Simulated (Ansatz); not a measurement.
Geometry optimisation, Ansatz 0.2.0, RKS PBE/def2-SVP.

Input:

```yaml
crystal:
  periodic: [false, false, false]
  atoms:
    - { symbol: O, position_ang: [-0.7065, 1.2009, -1.3815] }
    - { symbol: C, position_ang: [-0.3114, 0.3321, -0.6209] }
    - { symbol: C, position_ang: [-0.24047, 0.18178, 0.70856] }
    - { symbol: "N", position_ang: [0.22399, -1.06986, 0.69711] }
    - { symbol: C, position_ang: [0.16568, -1.08436, -0.74014] }
    - { symbol: H, position_ang: [-1.0893, 1.9986, -0.8548] }
    - { symbol: H, position_ang: [-0.5888, 0.79812, 1.54264] }
    - { symbol: H, position_ang: [-0.15646, -1.82393, 1.20023] }
    - { symbol: H, position_ang: [1.14177, -1.29861, -1.26443] }
    - { symbol: H, position_ang: [-0.54862, -1.86733, -1.09319] }
basis:
  gaussian: { orbitals: def2-SVP }
hamiltonian:
  xc: pbe
relax:
  f_tol: 0.015
  max_steps: 40
```

Command:

```bash
$ ansatz run input.yaml --threads 2 --pin off --max-ram 3072MiB --backend cpu --events-out ev --progress --plain --runs-dir out
```

**Question.** Where does it end, and by what steps?

**Answer.** It converged. After 9 steps the energy has fallen by 1.198 eV; H6 moved furthest, 0.23 Å.

| step | energy less start (eV) | largest force component (eV/Å) | accepted |
| --- | --- | --- | --- |
| 0 | 0.0000 | 7.697 | yes |
| 1 | -0.9460 | 1.856 | yes |
| 2 | -1.1433 | 0.676 | yes |
| 3 | -1.1791 | 0.498 | yes |
| 4 | -1.1839 | 0.458 | yes |
| 5 | -1.1956 | 0.280 | yes |
| 6 | -1.1975 | 0.131 | yes |
| 7 | -1.1979 | 0.036 | yes |
| 8 | -1.1979 | 0.019 | yes |
| 9 | -1.1979 | 0.003 | yes |

```xyz
10
Properties=species:S:1:pos:R:3
O -0.746 1.204 -1.495
C -0.451 0.277 -0.554
C -0.326 0.166 0.797
N 0.343 -1.122 0.757
C 0.154 -1.092 -0.738
H -0.969 2.040 -1.042
H -0.498 0.787 1.689
H -0.209 -1.879 1.194
H 1.116 -1.128 -1.292
H -0.523 -1.885 -1.124
```

Run time: 13 s on 2 threads of Intel(R) Xeon(R) Platinum 8488C (Sapphire Rapids), with other jobs on the host, peak memory 0.2 GiB.
